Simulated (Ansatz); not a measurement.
`F[SiH2]Cl`, charge 0, multiplicity 1.

Q: Give a relaxed structure at PBE0-D4/def2-TZVP (the Gaussian-basis code of Ansatz). (Best estimate.)

A: The calculation gave: 
Z-matrix (Å, degrees):
```
Si
F 1 1.589
Cl 1 2.036 2 108.8
H 1 1.475 2 108.3 3 -118.2
H 1 1.475 2 108.3 3 118.2
```
Point group Cs.
